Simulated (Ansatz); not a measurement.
A made-up structure of SiNH₃S, singlet:

```
6
angstrom
N -0.6142 0.3610 -0.5776
Si 0.5119 -0.2660 0.4976
S 1.2231 -2.0694 0.5227
H -0.9452 1.3109 -0.5378
H 0.9519 -1.0405 1.6034
H 0.8434 0.8469 1.4169
```

It is relaxed with PBE-D4/def2-SVP and then PBE0-D4/def2-TZVP (Ansatz 0.2.0). Atoms count as bonded within 1.22 times the sum of their covalent radii (H–H: 0.88 Å). The end point is not checked to be a true minimum.

Problem. Does its bonding change? (A judgement: the text doesn't fix the answer.)

Solution. Computed: Yes. Formed: none; broken: Si2–H5.

Where it ends: The first stage lowers the energy by 2.66 eV in 9 steps. It ends as SiNH₃S ([NH][SiH][SH]):
| atom | x (Å) | y (Å) | z (Å) |
| --- | --- | --- | --- |
| N1 | -0.6579 | 0.4193 | -0.7404 |
| Si2 | 0.2754 | 0.0614 | 0.4896 |
| S3 | 0.9330 | -1.9186 | 0.6760 |
| H4 | -1.0189 | 1.3475 | -0.9054 |
| H5 | 1.6227 | -1.6480 | 1.7979 |
| H6 | 0.8167 | 0.8815 | 1.6075 |

Labels in which every atom is bracketed show which atoms are joined, not bond orders.

For scale, one of the runs: PBE0-D4/def2-TZVP relaxation, 123 basis functions, launched by `ansatz run in.yaml --threads 2 --pin off --events-out ev --progress --plain --max-ram 4352MiB`. The run took about 14 s on 2 CPU threads of an Arm Neoverse V2 (shared host).
